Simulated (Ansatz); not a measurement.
**AlNH2+ (quartet): the correlation ladder, def2-QZVPP**

One table from this session's results is given with a row withheld; the runs are named, their logs left out.

Method: def2-QZVPP, core rule «outside noble gas», up to 6 orbitals frozen; program: Ansatz 0.2.0, Gaussian basis.

Plan: UHF; ROHF; CCSD(T) on UHF.

2 further runs of the same task are left out: 2 set aside as unsound or not needed. Runs told in other sessions of the task aren't counted.

## The geometry

The geometry is a PBE0/def2-TZVP stationary point (not a proven minimum) of the parent state, kept for this charge and spin.

4 atoms, charge 1, spin multiplicity 4.

Atoms are counted from 1 here; the program's logs count them from 0.

Bond lengths: Al1–N2 1.771 Å, N2–H3 1.007 Å, N2–H4 1.007 Å. Angles: Al1–N2–H3 124.1°, Al1–N2–H4 124.1°, H3–N2–H4 111.7°.

Geometry (Å):

```
atom    x (Å)     y (Å)     z (Å)
 Al1  0.00000   0.00000   0.68647
  N2  0.00000   0.00000  -1.08493
  H3  0.00000   0.83340  -1.64978
  H4  0.00000  -0.83340  -1.64978
```

The first run:

Input file in.yaml:

```yaml
crystal:
  periodic: [false, false, false]
  atoms:
    - {symbol: Al, position_ang: [0.000000, 0.000000, 0.686473]}
    - {symbol: N, position_ang: [0.000000, 0.000000, -1.084932]}
    - {symbol: H, position_ang: [0.000000, 0.833405, -1.649784]}
    - {symbol: H, position_ang: [0.000000, -0.833405, -1.649784]}
basis:
  gaussian: {orbitals: "def2-QZVPP.json"}
total_charge: 1
magnetization: {spin_polarized: true, initial_magnetization: 3}
hamiltonian: {xc: hf}
output: {orbitals: {seedname: orbitals}}
```

Launch:

```sh
$ ansatz run in.yaml --threads 1 --pin off --events-out ev --progress --plain --max-ram 2393MiB
```

Among the steps run: UHF; ROHF; CCSD(T) on UHF.

One of the session's tables, all rows but one given; the rest of the session is left out.

It belongs to the step «Misses and costs». 

| method | from UCCSD(T) (meV) |
| --- | --- |
| ROHF | ? |
| UHF | +6278.7 |
| UMP2 | +690.8 |
| UCCSD | +183.4 |
| UCCSD(T) | 0 |

**Question.** Estimate the row for ROHF.

The run gave: from UCCSD(T) (meV): +6414.3. In the column «from UCCSD(T) (meV)» it is the highest.
